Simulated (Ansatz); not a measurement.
Geometry optimisation, RKS BHLYP/def2-SVP in Ansatz 0.2.0.

Input:

```yaml
crystal:
  periodic: [false, false, false]
  atoms:
    - { symbol: B, position_ang: [0.438349, 0.576029, -0.165941] }
    - { symbol: H, position_ang: [-0.420892, -0.494834, 1.799331] }
    - { symbol: Cl, position_ang: [1.696082, -0.625121, -0.396733] }
    - { symbol: H, position_ang: [-0.645035, 0.332189, -0.600482] }
    - { symbol: P, position_ang: [0.749215, 2.214127, 0.7622] }
    - { symbol: H, position_ang: [2.082349, 2.463841, 0.364082] }
    - { symbol: H, position_ang: [0.114201, 3.07755, -0.161774] }
    - { symbol: H, position_ang: [-0.37357, 0.186718, 2.008218] }
basis:
  gaussian: { orbitals: def2-SVP }
hamiltonian:
  xc: { name: BHLYP }
relax:
  f_tol: 0.03
  max_steps: 50
```

Run as:

```bash
$ ansatz run input.yaml --threads 1 --pin off --max-ram 2048MiB --backend cpu --events-out ev --progress --plain --runs-dir out
```

Where does it end, and by what steps?

The forces met the threshold. The force dipped under the threshold on the way, but the program's further checks kept it going. After 22 steps the energy has fallen by 0.203 eV; H8 moved furthest, 0.98 Å.

```csv
step,energy less start (eV),largest force component (eV/Å),accepted
0,0.0000,1.650,yes
1,-0.1277,0.230,yes
2,-0.1718,0.195,yes
3,-0.1877,0.209,yes
4,-0.1917,0.480,yes
5,-0.1982,0.185,yes
6,-0.1988,0.196,yes
7,-0.2001,0.018,yes
8,-0.2004,0.116,yes
9,-0.2005,0.088,yes
10,-0.2009,0.039,yes
11,-0.2013,0.022,yes
12,-0.1989,0.402,no
13,-0.2016,0.106,yes
14,-0.2019,0.075,yes
15,-0.2023,0.077,yes
16,-0.2006,0.236,no
17,-0.2028,0.025,yes
18,-0.2024,0.202,no
19,-0.2031,0.041,yes
20,-0.2030,0.155,no
21,-0.2025,0.096,no
22,-0.2033,0.017,yes
```

```xyz
8
Properties=species:S:1:pos:R:3
B 0.498 0.783 -0.360
H -0.481 -1.006 2.283
Cl 1.642 -0.541 -0.320
H -0.572 0.575 -0.847
P 0.856 2.432 0.499
H 2.221 2.607 0.188
H 0.303 3.309 -0.458
H -0.826 -0.429 2.623
```

Whether the end is a true minimum wasn't checked by a vibrational analysis.

Time of the run: 46 s on 1 thread of Arm Neoverse V2, with other jobs on the host, peak memory 0.16 GiB.
